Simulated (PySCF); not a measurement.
All values below come from PBE-D3(BJ)/def2-TZVP // PBE0-D3(BJ)/def2-TZVP (PySCF 2.14.0). All species are isolated molecules in the gas phase. 

Reference species (SMILES): `[Cl][Al]([Cl])[Cl]` (neutral, multiplicity 1).

| Quantity | Value |
|---|---|
| HOMO | -7.95 eV |
| LUMO | -2.11 eV |

Changed species: `[Cl][Al]([I])[I]` (2 of 3 Cl replaced by I; the reference has 0 of 3 Cl replaced by I).

Problem. What does the change do to the HOMO and LUMO?

Solution. the HOMO goes up by 1.16 eV, to -6.79 eV; the LUMO falls by 0.39 eV, to -2.50 eV.
